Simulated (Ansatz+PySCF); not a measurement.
A calculation with PySCF 2.14.0.

```python
from pyscf import gto, scf, cc

mol = gto.M(atom="""
C 0.000000 0.000000 0.000000
C 0.000000 0.000000 1.110000
""", basis='cc-pvdz', charge=0, spin=0)
mf = scf.UHF(mol)
mf.kernel()
mycc = cc.CCSD(mf, frozen=2).run()
et = mycc.ccsd_t()
print(mf.e_tot, mycc.e_corr, et, mycc.e_tot + et)
```

The script is written out from the run's settings.

The run gave:

```yaml
Converged: yes
Reference_energy: -75.34619 hartree
CCSD_correlation_energy: -0.30588 hartree
Triples_correction: -0.02644 hartree
Total_energy: -75.67851 hartree
Spin_squared_of_the_determinant: 0.000
```

The reference isn't the lowest determinant (another lies 3.36 eV lower), but the same method gives a higher total on the lower determinant. Caution: large amplitudes, a single reference is doubtful.
